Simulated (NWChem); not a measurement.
System: C2H5O, doublet; SMILES C(C)[O]

Input file for NWChem:

```
start job
memory heap 200 mb stack 900 mb global 1100 mb
geometry units angstroms noautosym nocenter noautoz
  C      0.226659    -1.177185     0.000544
  C     -0.477092     0.168540     0.000296
  O      0.320207     1.259122    -0.000663
  H     -0.497956    -2.006141     0.003816
  H      0.863535    -1.278789    -0.891019
  H      0.868831    -1.275804     0.888613
  H     -1.172792     0.265249     0.869178
  H     -1.179448     0.262672    -0.863275
end
basis spherical
  * library 6-31g*
end
dft
  odft
  mult 2
  xc m06-2x
  iterations 150
end
cosmo
  do_cosmo_smd true
  solvent water
end
task dft energy
```

Excerpt of the output:

```
             Northwest Computational Chemistry Package (NWChem) 7.3.0
             --------------------------------------------------------

                             Geometry "geometry" -> ""
                             -------------------------

 Output coordinates in angstroms (scale by  1.889725989 to convert to a.u.)

  No.       Tag          Charge          X              Y              Z
 ---- ---------------- ---------- -------------- -------------- --------------
    1 C                    6.0000     0.22665900    -1.17718500     0.00054400
    2 C                    6.0000    -0.47709200     0.16854000     0.00029600
    3 O                    8.0000     0.32020700     1.25912200    -0.00066300
    4 H                    1.0000    -0.49795600    -2.00614100     0.00381600
    5 H                    1.0000     0.86353500    -1.27878900    -0.89101900
    6 H                    1.0000     0.86883100    -1.27580400     0.88861300
    7 H                    1.0000    -1.17279200     0.26524900     0.86917800
    8 H                    1.0000    -1.17944800     0.26267200    -0.86327500

 Effective nuclear repulsion energy (a.u.)      74.3552687654

                                 NWChem DFT Module
                                 -----------------

 Summary of "ao basis" -> "ao basis" (spherical)
 ------------------------------------------------------------------------------
       Tag                 Description            Shells   Functions and Types
 ---------------- ------------------------------  ------  ---------------------
 C                           6-31g*                  6       14   3s2p1d
 O                           6-31g*                  6       14   3s2p1d
 H                           6-31g*                  2        2   2s

 in cosmo_initialize ...
 calling solv_data for solv:h2o

 solvent parameters
 solvname_short: h2o
 solvname_long:  water
 dielec:       78.4000
 dielecinf:     1.7769
 aqueous SMD model solvent descriptors
 dielec:       78.4000
 sola:          0.8200

          ---------------
          -cosmo- solvent
          ---------------
 Cosmo: York-Karplus, doi: 10.1021/jp992097l
 dielectric constant -eps-     =  78.40
 screen = (eps-1)/(eps    )    =   0.98724
 surface charge correction     = lagrangian

   van der Waals surface
 --------------------------

 ---------- ATOMIC COORDINATES (A.U.) ------------ VDWR(ANG.) --
     1    0.42832340   -2.22455709    0.00102801     1.850
     2   -0.90157315    0.31849442    0.00055936     1.850
     3    0.60510349    2.37939557   -0.00125289     1.520
     4   -0.94100039   -3.79105678    0.00721119     1.200
     5    1.63184453   -2.41656081   -1.68378176     1.200
     6    1.64185252   -2.41091998    1.67923508     1.200
     7   -2.21625552    0.50124793    1.64250826     1.200
     8   -2.22883354    0.49637810   -1.63135320     1.200
 number of segments per atom =        128
 number of   points per atom =        128
 atom (   nspa,  nppa )
 ----------------------
    1 (     62,     0 )       0
    2 (     50,     0 )       0
    3 (     80,     0 )       0
    4 (     56,     0 )       0
    5 (     54,     0 )       0
    6 (     54,     0 )       0
    7 (     56,     0 )       0
    8 (     55,     0 )       0
 number of -cosmo- surface points =      467
 molecular surface =     79.780 angstrom**2
 molecular volume  =     53.789 angstrom**3
 -lineq- algorithm             =   0
 -bem- low  level              =   3
 -bem- from -octahedral-
 gaussian surface charge width =   4.50000
 degree of switching           =   1.00000
 switching function tolerance  =   0.00010
 atomic radii =
 --------------
    1  6.000  1.850
    2  6.000  1.850
    3  8.000  1.520
    4  1.000  1.200
    5  1.000  1.200
    6  1.000  1.200
    7  1.000  1.200
    8  1.000  1.200
 ...... end of -cosmo- initialization ......

 nat:                     8
 ixmem:                  3618
 calling mnsol_interface()
 G(SMD-CDS) energy (kcal/mol)  =     2.295
 SMD-CDS SASA (angstrom**2)    =   106.656

[...]

                                COSMO-SMD solvation results
                                ---------------------------

             internal energy in gas <Psi(g)|H|Psi(g)> =      -154.284500963551
         internal energy in solvent <Psi(s)|H|Psi(s)> =      -154.282716898422
                               delta internal energy  =         0.001784065129 (    1.12 kcal/mol)
   total free energy in solvent <Psi(s)|H+V/2|Psi(s)> =      -154.291855820578
 polarization energy contribution <Psi(s)|V/2|Psi(s)> =        -0.009138922156 (   -5.73 kcal/mol)
    total free energy in solvent including G(SMD-CDS) =      -154.288198740556
                       G(SMD-CDS) energy contribution =         0.003657080023 (    2.29 kcal/mol)
     1 M fixed-concentration free energy of solvation =        -0.003697777004 (   -2.32 kcal/mol)

                    DFT Final Alpha Molecular Orbital Analysis
                    ------------------------------------------

 Vector   11  Occ=1.000000D+00  E=-4.418511D-01
              MO Center=  6.3D-02, -1.1D+00,  2.2D-03, r^2= 2.1D+00
   Bfn.  Coefficient  Atom+Function         Bfn.  Coefficient  Atom+Function
  ----- ------------  ---------------      ----- ------------  ---------------
     3      0.372033  1 C  px                43     -0.251552  4 H  s
    32      0.214114  3 O  py                44     -0.207103  4 H  s
     7      0.192238  1 C  px                 4      0.166858  1 C  py
    36      0.147729  3 O  py                17     -0.138401  2 C  px
    47      0.134652  6 H  s                 45      0.133178  5 H  s

 Vector   12  Occ=1.000000D+00  E=-3.758133D-01
              MO Center= -2.9D-01,  3.0D-01,  3.1D-03, r^2= 2.3D+00
   Bfn.  Coefficient  Atom+Function         Bfn.  Coefficient  Atom+Function
  ----- ------------  ---------------      ----- ------------  ---------------
    33      0.411647  3 O  pz                19     -0.313936  2 C  pz
    37      0.311468  3 O  pz                50     -0.220662  7 H  s
    52      0.218384  8 H  s                 49     -0.215678  7 H  s
    51      0.213009  8 H  s                  5      0.174570  1 C  pz
    23     -0.142711  2 C  pz                46     -0.133358  5 H  s

 Vector   13  Occ=1.000000D+00  E=-3.613840D-01
              MO Center=  5.4D-02,  5.0D-01, -2.2D-03, r^2= 1.9D+00
   Bfn.  Coefficient  Atom+Function         Bfn.  Coefficient  Atom+Function
  ----- ------------  ---------------      ----- ------------  ---------------
    31      0.428446  3 O  px                35      0.324566  3 O  px
    32     -0.310562  3 O  py                 4     -0.260082  1 C  py
    36     -0.240611  3 O  py                17     -0.191515  2 C  px
    18      0.169210  2 C  py                 6     -0.158826  1 C  s
     8     -0.127206  1 C  py                 3      0.117183  1 C  px

 Vector   14  Occ=0.000000D+00  E= 1.567658D-01
              MO Center= -5.0D-01, -6.3D-01,  5.9D-03, r^2= 4.4D+00
   Bfn.  Coefficient  Atom+Function         Bfn.  Coefficient  Atom+Function
  ----- ------------  ---------------      ----- ------------  ---------------
     6      1.395095  1 C  s                 20      1.276281  2 C  s
    50     -0.975430  7 H  s                 52     -0.968195  8 H  s
    44     -0.863675  4 H  s                 21     -0.752670  2 C  px
    46     -0.695149  5 H  s                 48     -0.697308  6 H  s
     8     -0.475935  1 C  py                 7      0.323968  1 C  px

 Vector   15  Occ=0.000000D+00  E= 1.936803D-01
              MO Center=  2.3D-01, -7.1D-01, -2.5D-03, r^2= 4.5D+00
   Bfn.  Coefficient  Atom+Function         Bfn.  Coefficient  Atom+Function
  ----- ------------  ---------------      ----- ------------  ---------------
     6      2.062171  1 C  s                 46     -1.142924  5 H  s
    48     -1.120066  6 H  s                 20     -1.071571  2 C  s
    50      0.672159  7 H  s                 22      0.663370  2 C  py
    52      0.640169  8 H  s                  7      0.374222  1 C  px
    21      0.356101  2 C  px                34     -0.351238  3 O  s

 Vector   16  Occ=0.000000D+00  E= 1.979116D-01
              MO Center= -3.1D-01, -3.6D-01, -2.8D-04, r^2= 4.2D+00
   Bfn.  Coefficient  Atom+Function         Bfn.  Coefficient  Atom+Function
  ----- ------------  ---------------      ----- ------------  ---------------
    52     -1.098214  8 H  s                 50      1.071296  7 H  s
    48      0.943193  6 H  s                 46     -0.914234  5 H  s
    23     -0.846445  2 C  pz                 9     -0.672113  1 C  pz
    19     -0.343409  2 C  pz                 5     -0.237618  1 C  pz
    37      0.149456  3 O  pz                51     -0.091609  8 H  s

                     DFT Final Beta Molecular Orbital Analysis
                     -----------------------------------------

 Vector   10  Occ=1.000000D+00  E=-4.364117D-01
              MO Center=  4.3D-02, -8.5D-01,  2.6D-03, r^2= 2.4D+00
   Bfn.  Coefficient  Atom+Function         Bfn.  Coefficient  Atom+Function
  ----- ------------  ---------------      ----- ------------  ---------------
     3      0.349455  1 C  px                32      0.246776  3 O  py
    43     -0.241771  4 H  s                 44     -0.200567  4 H  s
     7      0.180476  1 C  px                17     -0.176658  2 C  px
    36      0.172920  3 O  py                 4      0.160791  1 C  py
    47      0.127941  6 H  s                 45      0.125508  5 H  s

[...]
```

Level: M06-2X/6-31G* (spherical d), spin-unrestricted, SMD on the gas-phase geometry. Geometry: optimised at PBE0/def2-SVP, spin-unrestricted. No stability test was run on the SCF state. Solvent: water.
